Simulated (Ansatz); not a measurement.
# CH5SSi: the cost of one run

Method: UKS PBE/6-31G*, in Ansatz 0.2.0.

### Step 1. The system as given

Bond lengths: Si1–C2 1.904 Å, C2–S3 1.830 Å, Si1–H4 1.458 Å, Si1–H5 1.456 Å, C2–H6 1.092 Å, C2–H7 1.088 Å, S3–H8 1.332 Å. Angles: Si1–C2–S3 112.2°, Si1–C2–H6 112.6°, Si1–C2–H7 112.0°, S3–C2–H6 107.4°, S3–C2–H7 104.5°, H6–C2–H7 107.7°, C2–Si1–H4 110.6°, C2–Si1–H5 110.8°, H4–Si1–H5 115.6°, C2–S3–H8 96.7°.

Coordinates:

```xyz
8

Si   -0.6168    0.5783   -1.0005
C     0.6504    0.1542    0.3556
S     0.9485   -1.6463    0.4846
H    -1.8464   -0.1813   -0.8078
H    -0.7798    2.0195   -1.1224
H     0.3420    0.5052    1.3424
H     1.6305    0.5778    0.1457
H    -0.3284   -2.0073    0.6025
```

### Step 2. Relaxing end A

Contents of input.yaml:

```yaml
crystal:
  periodic: [false, false, false]
  atoms:
    - { symbol: Si, position_ang: [-0.61681, 0.57826, -1.00049] }
    - { symbol: C, position_ang: [0.65036, 0.15417, 0.3556] }
    - { symbol: S, position_ang: [0.9485, -1.64633, 0.48456] }
    - { symbol: H, position_ang: [-1.84636, -0.1813, -0.80783] }
    - { symbol: H, position_ang: [-0.77977, 2.01949, -1.12243] }
    - { symbol: H, position_ang: [0.34199, 0.50519, 1.34239] }
    - { symbol: H, position_ang: [1.63052, 0.57784, 0.14569] }
    - { symbol: H, position_ang: [-0.32844, -2.00732, 0.6025] }
magnetization:
  spin_polarized: true
  initial_magnetization: 1
basis:
  gaussian: { orbitals: "6-31G*" }
hamiltonian:
  xc: pbe
relax:
  f_tol: 0.015
  max_steps: 40
```

Command:

```
ansatz run input.yaml --threads 1 --pin off --max-ram 2048MiB --backend cpu --events-out ev --progress --plain --runs-dir out
```

**Question.** How long does this run take on 1 thread of Intel Xeon Platinum 8259CL at 2.50GHz (Skylake/Cascade Lake), shared host, and how much memory does it need?

About 26 s, with a peak of 0.17 GiB.
